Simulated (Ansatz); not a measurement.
# C2HSi+ (singlet): the correlation ladder, cc-pVDZ

An exercise on one series of results from a longer session: the logs are not shown, and one member is left open.

The runs use Ansatz 0.2.0, Gaussian basis; cc-pVDZ, core rule «outside noble gas», up to 7 orbitals frozen.

Plan: UHF; CCSD(T) on RHF; CCSD(T) on UHF; BCCD(T) on RHF; CISD; CCSDT(Q) on RHF; CCSDT(Q) on UHF; CASSCF and MRCISD+Q, 8 electrons in 8 orbitals; CASSCF and NEVPT2, 8 electrons in 8 orbitals.

23 further runs of the same task are left out: 8 that didn't finish, 15 set aside as unsound or not needed. Runs told in other sessions of the task aren't counted.

## The geometry

The geometry is a PBE0/def2-TZVP stationary point (not a proven minimum) of the parent state, kept for this charge and spin.

4 atoms, charge 1, spin multiplicity 1.

Atoms are counted from 1 here; the program's logs count them from 0.

Bond lengths: C1–C2 1.303 Å, C1–Si3 1.845 Å, C2–Si3 1.882 Å, C2–H4 1.081 Å. Angles: C2–C1–Si3 71.1°, C1–C2–Si3 68.0°, C1–C2–H4 148.1°, Si3–C2–H4 143.9°, C1–Si3–C2 40.9°.

Coordinates:

```xyz
4
charge 1, multiplicity 1
C     0.0000   -0.8170    0.7688
C     0.0000    0.4619    1.0201
Si    0.0000    0.1069   -0.8281
H     0.0000    1.2524    1.7579
```

Set-up of the first run:

Input file in.yaml:

```yaml
crystal:
  periodic: [false, false, false]
  atoms:
    - {symbol: C, position_ang: [0.000000, -0.816970, 0.768839]}
    - {symbol: C, position_ang: [0.000000, 0.461908, 1.020060]}
    - {symbol: Si, position_ang: [0.000000, 0.106896, -0.828106]}
    - {symbol: H, position_ang: [0.000000, 1.252374, 1.757882]}
basis:
  gaussian: {orbitals: cc-pVDZ}
total_charge: 1
magnetization: {spin_polarized: true, initial_magnetization: 0}
hamiltonian: {xc: hf}
output: {orbitals: {seedname: orbitals}}
```

Launch:

```bash
ansatz run in.yaml --threads 1 --pin off --events-out ev --progress --plain --max-ram 2393MiB
```

Steps of the session up to this table: UHF; CCSD(T) on RHF; CCSD(T) on UHF; BCCD(T) on RHF; CISD; CCSDT(Q) on RHF; CCSDT(Q) on UHF; CASSCF and MRCISD+Q, 8 electrons in 8 orbitals; CASSCF and NEVPT2, 8 electrons in 8 orbitals.

One of the session's tables, all rows but one given; the rest of the session is left out.

It belongs to the step «Misses and costs». 

| method | from RCCSDT(Q) (meV) |
| --- | --- |
| RHF | +9717.3 |
| UHF | +9660.8 |
| RMP2 | +1277.2 |
| CISD | +1596.9 |
| RCCSD | ? |
| RCCSD(T) | +67.5 |
| BCCD(T) | +65.8 |
| RCCSDT | +52.0 |
| RCCSDT(Q) | 0 |
| CASSCF frontier | +6268.4 |
| MRCISD frontier | +668.9 |
| MRCISD+Q frontier | +81.2 |

Q: Estimate the row for RCCSD from the others.

The run gave: from RCCSDT(Q) (meV): +580.1. In the column «from RCCSDT(Q) (meV)» it lies between MRCISD+Q frontier (+81.2) and MRCISD frontier (+668.9).

Not comparable, so not listed: CCSD(T) on UHF; CASSCF and NEVPT2, 8 electrons in 8 orbitals (they don't share determinant, frozen orbitals or solution with the rows shown, or repeat one).

To keep in mind: Warnings: restricted reference is unstable; spin contamination; large T1 diagnostic. Warnings in the runs' records: passed over end.
